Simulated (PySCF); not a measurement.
C2H4S, SMILES C1CS1, point group C2v.

Level: PBE0/pcSseg-1 in PySCF (density fitting, grid level 2); geometry and Hessian at that level, cubic constants and property derivatives from steps of ±0.6 along each species' dimensionless normal coordinates, second-order vibrational perturbation theory. The parent has the commonest isotopes.

Equilibrium geometry (Å):

```tsv
atom	x	y	z
C1	-0.7362	-0.0758	0.0052
C2	0.7412	-0.0670	-0.0129
S3	-0.0103	1.5636	-0.2596
H4	-1.2408	-0.2162	0.9598
H5	-1.2613	-0.4993	-0.8496
H6	1.2706	-0.2013	0.9291
H7	1.2502	-0.4844	-0.8803
```

Question: How much do zero-point and thermal motion change the parent's shieldings?

Answer: 
| atom | σe (ppm) | anharmonic part, 0 K | harmonic part, 0 K | Δσ at 0 K | Δσ at 200 K | Δσ at 300 K |
| --- | --- | --- | --- | --- | --- | --- |
| C1 | 164.63 | -1.55 | -2.15 | -3.70 | -3.79 | -3.88 |
| S3 | 770.78 | -7.93 | -20.95 | -28.87 | -29.34 | -30.22 |
| H4 | 29.26 | -0.18 | -0.44 | -0.62 | -0.63 | -0.63 |

Question: And the bond lengths, in the parent and with ¹³C at 1?

Answer: 
```tsv
bond	re (Å)	⟨r⟩ at 0 K	between mean positions	⟨r⟩, labelled
C1–C2	1.4775	1.4864	1.4851	1.4863
C2–S3	1.8124	1.8200	1.8196	1.8200
C1–H4	1.0889	1.1095	1.0947	1.1094
```

Question: What are the dipole moments?

Answer: 2.035 D at equilibrium; averaged at 0 K: parent 1.991 D; ¹³C at 1 1.991 D; ³⁴S at 3 1.991 D; ³⁴S at 3, ²H at 4 1.994 D; ²H at 4 1.994 D; ²H at 4, ²H at 5, ²H at 6, ²H at 7 2.006 D; ²H at 4, ²H at 5 1.998 D. Measured: 1.85 D (NIST CCCBDB Release 22 (SRD 101), experimental dipoles).

The study (258 SCF points, 78 basis functions) took 23 min on 1 thread of Arm Neoverse N1, on a host shared with other jobs (rough), peak memory 0.44 GiB, launched as `OMP_NUM_THREADS=1 python ens_run.py task.json out`.
